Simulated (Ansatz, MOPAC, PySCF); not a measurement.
Gas-phase reaction in SMILES: c1ccsc1 + 7 [H][H] (H2) -> 4 C (CH4) + S (H2S)

Wanted: energy of full hydrogenation (enthalpy at 298 K), in kcal/mol. Set-up: no spin-orbit coupling; non-relativistic; no dispersion term unless named. Ab initio and DFT rows: single points at B3LYP-D3(BJ) geometries (Ansatz, an electronic-structure program), with unscaled harmonic terms from B3LYP/6-31G* at its own minima. Semi-empirical rows: MOPAC heats of formation at their own minima for 298 K. The Hartree-Fock reference of c1ccsc1 is unstable towards a lower, spin-broken solution.

| species | coefficient | E at HF/3-21G (Ansatz), Eh | E at M06-2X/def2-TZVPD (PySCF), Eh | H(298 K) - E, kcal/mol | heat of formation at MNDO (MOPAC), kcal/mol |
|---|---|---|---|---|---|
| c1ccsc1 | -1 | -548.46670 | -552.99378 | 45.12 | 26.42 |
| [H][H] (H2) | -7 | -1.12290 | -1.16852 | 8.44 | 0.72 |
| C (CH4) | +4 | -39.97677 | -40.50048 | 30.76 | -11.96 |
| S (H2S) | +1 | -396.70423 | -399.38030 | 11.88 | 3.82 |

Measured values: Active Thermochemical Tables 1.112 (ions: stationary electron), as tabulated in the package chemicals; G2/97 table in ASE (Curtiss et al.); they hold spin-orbit and core effects, anharmonicity.  Value to compare with, the measured value: -103.7 kcal/mol. 1 Eh = 627.5095 kcal/mol.

Question: Work the quantity out at each level, and compare with the measured value.

Answer: 
- HF/3-21G: the sum of coefficient times E is -0.28431 Eh, or -178.41 kcal/mol; the thermal terms add 30.72. Result: -147.7 kcal/mol. Its error against the measured value is -44.0 kcal/mol.
- M06-2X/def2-TZVPD: the sum of coefficient times E is -0.20880 Eh, or -131.02 kcal/mol; the thermal terms add 30.72. Result: -100.3 kcal/mol. Its error against the measured value is 3.4 kcal/mol.
- MNDO: the sum of coefficient times heat of formation is -75.48 kcal/mol; it needs no thermal term. Its error against the measured value is 28.2 kcal/mol.
